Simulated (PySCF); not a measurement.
One molecule, one basis, several functionals.

Species: BH₂NO.
Bonds: B1–N2, N2–O3 (double). Hydrogens: H4, H5 on B1.

PySCF, def2-SVPD basis, density fitting, gas phase, PBE0-D3(BJ)/def2-SVP geometry; singlet excitations by full TDDFT with frozen cores, triplets by Tamm–Dancoff TDDFT and ionisation energies by ΔSCF, from the lowest of the holes tried. One functional is left out:

```tsv
functional	exact exchange (%)	HOMO energy (eV)	LUMO energy (eV)	lowest singlet excitation (eV)	lowest triplet excitation (eV)	dipole moment (D)	mean polarisability (au)	vertical ionisation energy (eV)
LDA	0	-5.89	-4.57	1.60	1.05	0.555	32.9	9.85
PBE	0	-5.73	-4.38	1.59	0.93	0.418	32.5	9.60
PBE0	25	-7.13	-3.22	1.39	0.69	0.561	31.0	9.69
BHandHLYP	50	-8.51	-1.84	1.20	0.53	0.755	29.7	9.68
```

Problem. Predict the row of B3LYP (20 % exact exchange) by straight lines through the other rows, and check it.

Solution. 
| property | line | computed | computed − line | PBE0 (25 %), for comparison |
| --- | --- | --- | --- | --- |
| HOMO energy (eV) | -6.88 | -6.91 | -0.03 | -7.13 |
| LUMO energy (eV) | -3.44 | -3.50 | -0.06 | -3.22 |
| lowest singlet excitation (eV) | 1.44 | 1.41 | -0.03 | 1.39 |
| lowest triplet excitation (eV) | 0.79 | 0.75 | -0.04 | 0.69 |
| dipole moment (D) | 0.579 | 0.575 | -0.004 | 0.561 |
| mean polarisability (au) | 31.4 | 31.3 | -0.1 | 31.0 |
| vertical ionisation energy (eV) | 9.70 | 9.75 | +0.05 | 9.69 |
